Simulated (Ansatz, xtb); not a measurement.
**Redistribution: C2H4F2O + CH4O → CH2F2O + C2H6O**

Species: C2H4F2O `COC(F)F`, singlet; CH4O (methanol) `CO`, singlet; CH2F2O `OC(F)F`, singlet; C2H6O (dimethyl ether) `COC`, singlet. The partners trade CH3 for H; both sit on O, so the bond types are kept.

Shapes, held fixed at every level: PBE0-D4/def2-TZVP. Flexible molecules stand in one conformer, not always the lowest. Programs: Ansatz 0.2.0, xtb 6.7.1. The zero-point and thermal change to 298 K, harmonic and unscaled (PBE0-D4/def2-TZVP), is -0.5 kJ/mol.

Task: Estimate ΔH(298 K) of this reaction.

Result: The highest level, CCSD(T)/CBS estimate, gives ΔH(298 K) = -13.6 kJ/mol; the levels span -20.2 to -13.6. The column of differences is taken from that level and isn't an error. No measured value is set beside it here. The CBS estimate extrapolates MP2 from def2-TZVPP and def2-QZVPP and adds CCSD(T) − MP2 in the triple-zeta set, cores frozen. Times are processor times on shared x86 and Arm servers, and rough.

```tsv
level	kind	ΔH(298 K) (kJ/mol)	less CCSD(T)/CBS estimate	CPU time (sum over the molecules)
GFN0-xTB	semi-empirical	-20.2	-6.6	0.15 s
PBE-D4/def2-TZVPP	GGA	-17.3	-3.7	20 s
PBE0-D4/def2-TZVPP	global hybrid	-16.4	-2.8	22 s
wB97X-V/def2-TZVPP	range-separated hybrid	-15.1	-1.5	58 s
CCSD(T)/def2-SVP	coupled cluster or CI	-19.9	-6.3	29 s
CCSD/def2-SVP	coupled cluster or CI	-19.6	-6.0	–
CCSD(T)/def2-TZVPP	coupled cluster or CI	-15.0	-1.4	12 min
CCSD/def2-TZVPP	coupled cluster or CI	-14.7	-1.1	–
CCSD(T)/CBS estimate	coupled cluster or CI	-13.6	0.0	17 min
```
